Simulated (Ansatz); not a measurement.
This triplet lies 0.28 eV below the relaxed singlet at the level B3LYP/cc-pVTZ // PBE0-D3(BJ)/def2-TZVP (Ansatz, an electronic-structure program); other levels give the other order.

Level of theory: PBE0-D3(BJ)/def2-TZVP (Ansatz). No frequencies were computed at this level.

Ansatz 0.2 input:
```yaml
crystal:
  periodic: [false, false, false]
  atoms:
    - { symbol: C, position_ang: [0.885078, -0.363332, -0.039478] }
    - { symbol: C, position_ang: [-0.481029, -0.118189, 0.098459] }
    - { symbol: O, position_ang: [-0.861892, 1.032433, -0.126631] }
    - { symbol: H, position_ang: [1.619257, 0.371935, -0.325384] }
    - { symbol: H, position_ang: [-1.161413, -0.922848, 0.393033] }
basis:
  gaussian: { orbitals: def2-tzvp }
hamiltonian:
  xc: pbe0
  dispersion: d3bj
relax:
  max_steps: 150
magnetization:
  spin_polarized: true
  initial_magnetization: 2
```

Output:

```
Functional definition: PBE0
599 factors; their error is unknown
mean field evaluation 1: about -4143.2988 eV, gradient 2.7e1 eV
mean field evaluation 2: about -4137.4377 eV, gradient 4.7e1 eV
mean field evaluation 4: about -4146.2415 eV, gradient 1.9e0 eV
mean field evaluation 8: about -4146.2900 eV, gradient 1.8e-1 eV
mean field evaluation 16: about -4146.2944 eV, gradient 3.1e-4 eV
mean field -4146.29441277 eV, -152.3735092100 hartree, gradient 8.3e-5 eV, S^2 2.028281; 0 other end points of the search recorded, 0 dependent functions left out
reference -4146.29443528 eV, -152.3735100371 hartree; 12, 10 occupied and 93, 95 virtual orbitals, 599 factors
relax step   1: F+E_penalty+E_count = -4146.34319836 eV  Δ(F+E_penalty+E_count) = +0.000e0 eV  max|allowed force component| = 3.632e-1 eV/Å  Δτ_max = 0.0000 Å  (33 SCF iters, accepted)
these checks for a lower state are left out or cut short: starts, cluster_reference, orbital_swaps, neighbouring_geometries, increment
599 factors; their error is unknown
mean field -4146.31029383 eV, -152.3740928283 hartree, gradient 1.6e-5 eV, S^2 2.028136; 0 other end points of the search recorded, 0 dependent functions left out
reference -4146.31031648 eV, -152.3740936606 hartree; 12, 10 occupied and 93, 95 virtual orbitals, 599 factors
relax step   2: F+E_penalty+E_count = -4146.35897699 eV  Δ(F+E_penalty+E_count) = -1.578e-2 eV  max|allowed force component| = 3.124e-1 eV/Å  Δτ_max = 0.0311 Å  (39 SCF iters, accepted)
these checks for a lower state are left out or cut short: starts, cluster_reference, orbital_swaps, neighbouring_geometries, increment
599 factors; their error is unknown
mean field evaluation 32: about -4146.3193 eV, gradient 2.5e-5 eV
mean field -4146.31926917 eV, -152.3744226658 hartree, gradient 2.5e-5 eV, S^2 2.027296; 0 other end points of the search recorded, 0 dependent functions left out
reference -4146.31929204 eV, -152.3744235061 hartree; 12, 10 occupied and 93, 95 virtual orbitals, 599 factors
relax step   3: F+E_penalty+E_count = -4146.36780308 eV  Δ(F+E_penalty+E_count) = -8.826e-3 eV  max|allowed force component| = 1.523e-1 eV/Å  Δτ_max = 0.0505 Å  (41 SCF iters, accepted)
these checks for a lower state are left out or cut short: starts, cluster_reference, orbital_swaps, neighbouring_geometries, increment
599 factors; their error is unknown
mean field -4146.32126373 eV, -152.3744959647 hartree, gradient 2.5e-5 eV, S^2 2.027135; 0 other end points of the search recorded, 0 dependent functions left out
reference -4146.32128661 eV, -152.3744968053 hartree; 12, 10 occupied and 93, 95 virtual orbitals, 599 factors
relax step   4: F+E_penalty+E_count = -4146.36979073 eV  Δ(F+E_penalty+E_count) = -1.988e-3 eV  max|allowed force component| = 5.583e-2 eV/Å  Δτ_max = 0.0110 Å  (42 SCF iters, accepted)
these checks for a lower state are left out or cut short: starts, cluster_reference, orbital_swaps, neighbouring_geometries, increment
599 factors; their error is unknown
mean field -4146.32140058 eV, -152.3745009938 hartree, gradient 1.6e-5 eV, S^2 2.027187; 0 other end points of the search recorded, 0 dependent functions left out
reference -4146.32142346 eV, -152.3745018344 hartree; 12, 10 occupied and 93, 95 virtual orbitals, 599 factors
relax step   5: F+E_penalty+E_count = -4146.36991605 eV  Δ(F+E_penalty+E_count) = -1.253e-4 eV  max|allowed force component| = 1.445e-2 eV/Å  Δτ_max = 0.0045 Å  (40 SCF iters, accepted)
these checks for a lower state are left out or cut short: starts, cluster_reference, orbital_swaps, neighbouring_geometries, increment
599 factors; their error is unknown
mean field -4146.32141063 eV, -152.3745013632 hartree, gradient 1.5e-5 eV, S^2 2.027220; 0 other end points of the search recorded, 0 dependent functions left out
reference -4146.32143351 eV, -152.3745022038 hartree; 12, 10 occupied and 93, 95 virtual orbitals, 599 factors
relax step   6: F+E_penalty+E_count = -4146.36992425 eV  Δ(F+E_penalty+E_count) = -8.204e-6 eV  max|allowed force component| = 2.146e-3 eV/Å  Δτ_max = 0.0008 Å  (41 SCF iters, accepted)
599 factors; their error is unknown
mean field evaluation 64: about -4146.2652 eV, gradient 2.1e0 eV
mean field -4146.32141063 eV, -152.3745013632 hartree, gradient 1.5e-5 eV, S^2 2.027220; 1 other end points of the search recorded, 0 dependent functions left out
reference -4146.32143351 eV, -152.3745022038 hartree; 12, 10 occupied and 93, 95 virtual orbitals, 599 factors
Total energy: -4146.36994713 eV, -152.3762850464 hartree
Atom 0 at     0.889110    -0.339154    -0.046076 Å, force     0.000622     0.000887    -0.000571 eV/Å
Atom 1 at    -0.494858    -0.091400     0.093965 Å, force     0.002010    -0.001005     0.000298 eV/Å
Atom 2 at    -0.944030     1.032058    -0.114842 Å, force    -0.001383     0.002146    -0.000467 eV/Å
Atom 3 at     1.699600     0.324119    -0.325267 Å, force    -0.000814    -0.001149     0.000519 eV/Å
Atom 4 at    -1.149821    -0.925624     0.392220 Å, force    -0.000436    -0.000879     0.000222 eV/Å
Dipole moment:     0.263269    -0.319215     0.039671 e Å
```

Cost: around 13 core-seconds (rough).
